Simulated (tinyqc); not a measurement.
Worked calculation: RHF in the sto-3g basis, for LiH, spin multiplicity 1. One step of it, computed by the program tinyqc.

Question. Iteration 2: building the Fock matrix. J_ij = sum D_kl (ij|kl), K_ij = sum D_kl (ik|jl); F = H + J - 0.5 K; E = tr D H + tr D J / 2 - 0.25 tr D K + E_nn.

D after iteration 1, lower triangle:
```
,1Li 1s,1Li 2s,1Li 2px,1Li 2py,1Li 2pz,2H 1s
1Li 1s,2.043783
1Li 2s,-0.120185,0.402581
1Li 2px,0.000000,0.000000,0.000000
1Li 2py,0.000000,0.000000,0.000000,0.000000
1Li 2pz,-0.096164,0.212603,0.000000,0.000000,0.112808
2H 1s,-0.218409,0.546823,0.000000,0.000000,0.289675,0.744263
```

core Hamiltonian H = T + V (hartree), lower triangle:
```
,1Li 1s,1Li 2s,1Li 2px,1Li 2py,1Li 2pz,2H 1s
1Li 1s,-4.780866
1Li 2s,-1.074922,-1.416868
1Li 2px,0.000000,0.000000,-1.154065
1Li 2py,0.000000,0.000000,0.000000,-1.154065
1Li 2pz,-0.020628,-0.131710,0.000000,0.000000,-1.259639
2H 1s,-0.454855,-0.816452,0.000000,0.000000,-0.928365,-1.584285
```

Two-electron integrals (ij|kl) in chemists' order, unique and non-zero (hartree):
```
i,j,k,l,(ij|kl)
1,1,1,1,1.680395
2,1,1,1,0.265420
2,1,2,1,0.049941
2,2,1,1,0.397727
2,2,2,1,0.092860
2,2,2,2,0.290562
3,1,3,1,0.008981
3,2,3,1,0.013788
3,2,3,2,0.064184
3,3,1,1,0.396640
3,3,2,1,0.092880
3,3,2,2,0.290497
3,3,3,3,0.312946
4,1,4,1,0.008981
4,2,4,1,0.013788
4,2,4,2,0.064184
4,3,4,3,0.016869
4,4,1,1,0.396640
4,4,2,1,0.092880
4,4,2,2,0.290497
4,4,3,3,0.279207
4,4,4,4,0.312946
5,1,5,1,0.008981
5,2,5,1,0.013788
5,2,5,2,0.064184
5,3,5,3,0.016869
5,4,5,4,0.016869
5,5,1,1,0.396640
5,5,2,1,0.092880
5,5,2,2,0.290497
5,5,3,3,0.279207
5,5,4,4,0.279207
5,5,5,5,0.312946
6,1,1,1,0.107047
6,1,2,1,0.020201
6,1,2,2,0.037996
6,1,3,3,0.037549
6,1,4,4,0.037549
6,1,5,1,0.002391
6,1,5,2,0.004510
6,1,5,5,0.038909
6,1,6,1,0.008930
6,2,1,1,0.182343
6,2,2,1,0.042746
6,2,2,2,0.134043
6,2,3,3,0.128055
6,2,4,4,0.128055
6,2,5,1,0.007017
6,2,5,2,0.037026
6,2,5,5,0.145882
6,2,6,1,0.020379
6,2,6,2,0.093271
6,3,3,1,0.004067
6,3,3,2,0.017103
6,3,5,3,0.006226
6,3,6,3,0.008097
6,4,4,1,0.004067
6,4,4,2,0.017103
6,4,5,4,0.006226
6,4,6,4,0.008097
6,5,1,1,0.207555
6,5,2,1,0.049308
6,5,2,2,0.160972
6,5,3,3,0.150602
6,5,4,4,0.150602
6,5,5,1,0.011024
6,5,5,2,0.056627
6,5,5,5,0.181506
6,5,6,1,0.024823
6,5,6,2,0.124365
6,5,6,5,0.169749
6,6,1,1,0.371702
6,6,2,1,0.088818
6,6,2,2,0.298759
6,6,3,3,0.273987
6,6,4,4,0.273987
6,6,5,1,0.018641
6,6,5,2,0.110504
6,6,5,5,0.347725
6,6,6,1,0.045078
6,6,6,2,0.251689
6,6,6,5,0.351148
6,6,6,6,0.774606
```

nuclear repulsion = 1.12431419 hartree

Give: Coulomb J; exchange K; Fock matrix F; total energy of this density.

Answer.

Coulomb J (hartree), lower triangle:
```
,1Li 1s,1Li 2s,1Li 2px,1Li 2py,1Li 2pz,2H 1s
1Li 1s,4.125
1Li 2s,0.711,1.386
1Li 2px,0.000,0.000,1.352
1Li 2py,0.000,0.000,0.000,1.352
1Li 2pz,0.031,0.178,0.000,0.000,1.447
2H 1s,0.301,0.800,0.000,0.000,1.004,1.977
```

exchange K (hartree), lower triangle:
```
,1Li 1s,1Li 2s,1Li 2px,1Li 2py,1Li 2pz,2H 1s
1Li 1s,3.375
1Li 2s,0.546,0.423
1Li 2px,0.000,0.000,0.069
1Li 2py,0.000,0.000,0.000,0.069
1Li 2pz,0.000,0.312,0.000,0.000,0.365
2H 1s,0.227,0.575,0.000,0.000,0.607,1.154
```

Fock matrix F (hartree), lower triangle:
```
,1Li 1s,1Li 2s,1Li 2px,1Li 2py,1Li 2pz,2H 1s
1Li 1s,-2.343
1Li 2s,-0.637,-0.242
1Li 2px,0.000,0.000,0.163
1Li 2py,0.000,0.000,0.000,0.163
1Li 2pz,0.010,-0.110,0.000,0.000,0.005
2H 1s,-0.267,-0.304,0.000,0.000,-0.228,-0.184
```

total energy of this density = -7.85334 hartree
